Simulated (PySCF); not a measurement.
# Working out the ionisation energy of Cl

Cl [Ne] 3s2 3p5 (2P) → Cl+ [Ne] 3s2 3p4 (3P). All numbers are calculated (PySCF 2.14, scalar relativity by spin-free X2C-1e, in x2c-TZVPall). Frozen: [Ne]. Energies in hartree (1 hartree = 27.21139 eV):

```
            part   Cl (lower)  Cl+ (upper)
             UHF  -460.887784  -460.455614
CCSD correlation    -0.179326    -0.146269
             (T)    -0.005644    -0.004302
```

**Question.** What does Hartree-Fock give?

**Answer.** (-460.455614) − (-460.887784) = 0.432170 hartree = 11.760 eV.

**Question.** What do CCSD and CCSD(T) give?

**Answer.** The CCSD correlation energies differ by 0.033057 hartree = 0.900 eV and the triples by 0.001342 hartree = 0.037 eV, so CCSD gives 12.660 eV and CCSD(T) 12.697 eV.

Measured between the centres of the two terms (NIST): 12.974 eV, so CCSD(T) (valence) is off by -0.277 eV.

What remains against the reference includes basis incompleteness, the frozen core and higher excitations.
